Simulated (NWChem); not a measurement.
Correlation energy of hydrazine (H$_{4}$N$_{2}$)

```
N
H 1 1.0170
H 1 1.0212 2 107.41
N 1 1.4029 2 108.92 3 123.24
H 4 1.0170 1 108.92 2 151.12
H 4 1.0212 5 107.41 1 -123.24
```
Charge 0, spin multiplicity 1.

Everything below was run with NWChem. The geometry was optimised at PBE0/def2-SVP, a minimum by its harmonic frequencies. It is one conformer; others weren't searched.

Basis set: def2-SVP. Each correlation energy counts from its own Hartree-Fock reference.

The correlated methods keep 2 core orbitals frozen. Coupled-cluster values serve here as a point of comparison, not as the truth.

### Question
Order these methods by the correlation energy they give, lowest first: CCSD(T), CR-CCSD[T], CCSD, MP2, SCS-MP2.

### Answer
CCSD(T) (-382.5 mHa), CR-CCSD[T] (-381.1 mHa), CCSD (-373.9 mHa), MP2 (-349.2 mHa), SCS-MP2 (-346.9 mHa)
